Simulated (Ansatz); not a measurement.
**Worked example: correlation energy of HSC⁺, triplet**

Geometry: that of the HSC, doublet, kept fixed. The singlet lies 1.0 eV lower here.

```tsv
atom	x (Å)	y (Å)	z (Å)
C	0.0000	0.0808	1.2061
S	0.0000	-0.0690	-0.4246
H	0.0000	1.2326	-0.8640
```

Basis 6-31G; Ansatz 0.2.0. Correlated methods freeze the noble-gas cores, which leaves 10 electrons in 18 orbitals. Prefix R: restricted or restricted open-shell reference.

Full CI is exact within this basis and frozen core; it isn't the basis-set limit.

Runs differ by some tens of microhartree through their thresholds and, for an open shell, their frozen cores, so steps under 0.03 kcal/mol mean nothing.

| level | total energy (hartree) |
| --- | --- |
| RHF | -435.401367 |
| RMP2 | -435.507656 |
| RCCSD | -435.538187 |
| RCCSD(T) | -435.543739 |
| RCCSDT | -435.544897 |
| RCCSDT(Q) | -435.544990 |
| RCCSDTQ | -435.545095 |
| full CI | -435.545111 |

Problem. What is the correlation energy at full CI, and what share of it do RMP2 and RCCSD recover?

Solution. E(corr) = -435.545111 − (-435.401367) = -0.143744 hartree = -3.911 eV. RMP2: -0.106289 / -0.143744 = 73.94 %. RCCSD: -0.136820 / -0.143744 = 95.18 %.

Problem. By how many kcal/mol does RCCSD(T) miss full CI (1 hartree = 627.509 kcal/mol), and which steps make up the rest?

Solution. -435.543739 − (-435.545111) = 0.001372 hartree = 0.86 kcal/mol. Steps: RCCSDT − RCCSD(T) = -0.73, RCCSDT(Q) − RCCSDT = -0.06, RCCSDTQ − RCCSDT(Q) = -0.07, full CI − RCCSDTQ = -0.01 kcal/mol. Differences between like states or geometries often cancel part of this.
